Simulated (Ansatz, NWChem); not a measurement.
**HBS (hydrogen boron sulfide): the vertical energy of the triplet above the singlet from total energies**

HBS: 3 atoms, total charge 0, spin state singlet. As SMILES, `B=S`. The coordinates come from a GFN2-xTB relaxation.

```xyz
3

B    -0.0410   -0.0161    0.1425
S     0.3953    0.1465   -1.3797
H    -0.3543   -0.1304    1.2371
```

Both states at this one shape; open shells run unrestricted unless said. 1 Eh = 27.2114 eV.

| level | program | singlet HBS (Eh) | triplet HBS (Eh) |
| --- | --- | --- | --- |
| HF/STO-3G | Ansatz | -418.121283 | -417.974486 |
| M06/jorge-DZP-DKH (DKH3) | NWChem | -424.719441 | -424.541518 |

Q: Work out the vertical gap, second state less first, at each level.

A: 
1. HF/STO-3G: -417.974486 − (-418.121283) = 0.146797 Eh = 3.99 eV.
2. M06/jorge-DZP-DKH (DKH3): -424.541518 − (-424.719441) = 0.177923 Eh = 4.84 eV.

No measured value is set beside it here; the levels span 3.99 to 4.84 eV. Hartree–Fock favours the state with fewer electron pairs, since it lacks pair correlation. Minimal sets are far from the basis-set limit.
